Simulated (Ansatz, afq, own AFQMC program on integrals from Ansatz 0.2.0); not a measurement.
Two steps: Ansatz 0.2.0 writes the Fock matrix and Cholesky factors of the valence space, and afq projects on them the lowest state that overlaps trial and start.

```yaml
crystal:
  periodic: [false, false, false]
  atoms:
    - {symbol: B, position_ang: [0.000000, -0.080006, 0.000000]}
    - {symbol: H, position_ang: [0.000000, 0.429067, -1.077008]}
    - {symbol: H, position_ang: [0.000000, 0.429067, 1.077008]}
basis:
  gaussian: {orbitals: cc-pVQZ}
magnetization: {spin_polarized: false, initial_magnetization: 1}
correlation: {method: ccsd_t, electrons: outside_noble_gas, hamiltonian_folder: ham}
```

```sh
$ ansatz run in.yaml --threads 1 --pin off --events-out ev --progress --plain --max-ram 16896MiB --backend cuda --devices 0, --max-vram 18GiB
```

afq runs on the folder ham with

```
--method phaseless --trial hf --walkers 400 --populations 10 --least-time 40 --time-step 0.005 --steps-per-block 20 --equilibration-blocks 112 --max-blocks 4000 --target-error 0.0007 --factor-cut 1e-05 --start spin_pure --seed 5288 --taylor-order 6
```

Times are imaginary, in 1/Eh. The walk had a cap of 89 s. With eight or more populations the least sampling time is a fifth of least-time, and the error comes from their spread.

Output of the walk:

```
orbitals 114  electrons 3 2  factors 669 of 669
reference energy -25.76047694 Eh
CCSD correlation -0.10628743 Eh in 9 cycles, weight of the determinant in the CISD state 0.9487
energy of the start -25.760477 Eh
 block  time / (1/Eh)  mean weight  energy / Eh
     1     0.100  1.0005  -25.787843
     2     0.200  1.0014  -25.805802
     3     0.300  1.0001  -25.818464
     4     0.400  1.0006  -25.828078
     5     0.500  1.0004  -25.834492
     8     0.800  1.0001  -25.846261
    19     1.900  1.0004  -25.865963
    46     4.600  1.0004  -25.865466
    73     7.300  0.9995  -25.866019
   100    10.000  0.9999  -25.868130
   127    12.700  1.0003  -25.875686
   154    15.400  0.9997  -25.872220
   181    18.100  0.9990  -25.868025
   208    20.800  1.0003  -25.868530
   235    23.500  1.0008  -25.867171
   262    26.200  0.9996  -25.869156
   289    28.900  1.0004  -25.860848
   316    31.600  1.0002  -25.865749
   343    34.300  0.9991  -25.870459
   361    36.100  0.9996  -25.879932
error from the spread of 10 populations
energy -25.868931 +/- 0.000647 Eh
(rows thinned)
```

The run passed its tests (sampling time, drift between the halves within three errors, error under three times the target), which doesn't prove that it has relaxed. The second half of the sampling lies above the first by 1.8 errors of their difference, so the energy may still be moving and its error bar be too small.

Against this walk (error 17.6 meV) on the same determinant: CCSD(T) 0.7 meV lower (within the noise), CCSDT(Q) 13.1 meV lower (within the noise), a separate phaseless walk with a CISD trial and standard settings 9.0 ± 18.0 meV lower (within the noise). The error is statistical and leaves out the bias of the constraint.

Cautions: constraint bias not in the error.

The walk took 84 s on 1 × NVIDIA H100 80GB HBM3 with 2 threads of AMD EPYC 7R13 Processor (Zen 3), on a shared host (the card was shared). The log's last line is the phaseless energy.

CCSDT and higher add their correlation energy to the determinant of the CCSD(T) run, since their own runs factorise the integrals more tightly (a shift of under 2 meV). A walk keeps the symmetry of its determinant, which the program's search chose and which needn't be the lowest solution, so a lower state of the same spin and another symmetry isn't excluded.
